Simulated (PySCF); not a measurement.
## N₂⁺: energy against distance

Set-up: basis N pcseg-2; no relativity; PySCF 2.14. Energies in eV from N⁺ + N in their ground configurations at the same level. State: ²Σg⁺ (doublet), unpaired electrons σ ↑.

All columns are PBE0.

```tsv
R (Å)	E (eV)	HOMO (eV)	LUMO (eV)	Mayer bond order	⟨S²⟩
0.949	-6.252	-24.32	-19.75	3.18	0.75
0.994	-7.612	-24.62	-19.62	3.18	0.75
1.038	-8.374	-24.88	-19.50	3.16	0.75
1.071	-8.647	-24.47	-19.41	3.14	0.75
1.104	-8.722	-24.08	-19.32	3.12	0.75
1.137	-8.641	-23.72	-19.23	3.09	0.76
1.181	-8.346	-23.26	-19.11	3.05	0.76
1.236	-7.769	-22.74	-18.95	2.99	0.76
1.303	-6.891	-22.17	-18.75	2.92	0.76
1.391	-5.578	-21.49	-18.47	2.84	0.76
```

The state is the lowest determinant that a PBE0 search found; another state may lie lower at other levels.
